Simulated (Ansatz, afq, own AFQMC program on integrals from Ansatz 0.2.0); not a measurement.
# Sc, doublet → Sc, quartet

A free Sc atom.

E(quartet, charge +0) − E(doublet, charge +0) at this geometry, on UHF and UHF determinants.

Basis def2-TZVPP. Only valence electrons are correlated. Ansatz 0.2.0 and our own AFQMC program on the same integrals; the CISD trial comes from CCSD amplitudes, and released means the phaseless constraint is let go. ± is one standard error of the sampling. The metal's outer-core s and p shells are frozen, which shifts wave-function levels against functionals. The errors of all members are added in quadrature.

Full CI on the same integrals is exact in this basis and with this determinant's frozen core.

Errors are counted within def2-TZVPP, not against nature.

Cautions: no relativity below Rb; outer-core shells of the metal frozen; Sc (doublet): an unrestricted solution with more broken spin lies lower; Sc (quartet): another spin lies lower, the search met a lower determinant of the same kind, perhaps of another symmetry (44 meV lower), the released energies are still falling, so no released level is given (meV from the phaseless value at times in 1/Eh: -0.9 ± 2.2 at 0.24, -1 ± 3 at 0.51, -2 ± 3 at 0.99, -4 ± 3 at 1.62, -9 ± 4 at 2.40), though the last usable value meets full CI within the noise, the ph-AFQMC/CISD walk drifts between its halves (2.5 errors).

```json
{"level": "MP2", "vertical spin gap (kcal/mol)": "33.2"}
{"level": "HF", "vertical spin gap (kcal/mol)": "23.0"}
```

Problem. From these cheaper values, estimate the vertical spin gap at the reference level in def2-TZVPP.

Solution. 37.0 kcal/mol (full CI in def2-TZVPP).

| level | vertical spin gap (kcal/mol) | error against FCI (kcal/mol) |
| --- | --- | --- |
| CCSD | 36.2 | -0.7 |
| CCSD(T) | 36.7 | -0.2 |
| ph-AFQMC/CISD | 36.9 ± 0.1 | -0.1 ± 0.1 |

Correlation beyond CCSD(T) adds 0.2 kcal/mol. The perturbative (T) step is worth +0.5 kcal/mol.

A walk keeps the symmetry of its determinant, which the program's search chose and which needn't be the lowest solution, so a lower state of the same spin and another symmetry isn't excluded.
